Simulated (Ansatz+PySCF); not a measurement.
Values are calculated unless marked as measured or tabulated.
Several solutions for triplet C2H6 in separate pieces

```xyz
8

C     0.0000    0.0000    0.0000
H     1.0903    0.0000    0.0000
H    -0.5452    0.9443    0.0000
H    -0.5452   -0.9443    0.0000
C    30.0000    0.0000    0.0000
H    29.5806    0.9369    0.3677
H    30.5289   -0.0236   -0.9532
H    29.8905   -0.9133    0.5855
```

Basis set: cc-pVDZ (spherical functions). Charge 0, multiplicity 3.

CASSCF(4,4) was run from several starts with Ansatz (development build ahead of 0.2.0) and PySCF 2.14.0. The starts are those of the Hartree–Fock orbitals from which the active space was taken at the frontier.

| run | program | start | converged | energy (hartree) | <S²> |
| --- | --- | --- | --- | --- | --- |
| A | Ansatz | stability test followed | yes | -79.13550 | 2.00 |
| B | Ansatz | atomic start, no search | yes | -79.11881 | 2.00 |
| C | Ansatz | search for the lowest state | yes | -79.13550 | 2.00 |
| D | PySCF | program defaults | yes | -79.11881 | 2.00 |

Task: Which runs reached the lowest solution of this kind, and what is wrong with the others?

Result: A, C reached the lowest solution found. Converged but too high: B by 0.45 eV, D by 0.45 eV. Convergence only shows a stationary point; in CASSCF the end hangs on which orbitals enter the active space. Caution: other starts end on other solutions of this active space.
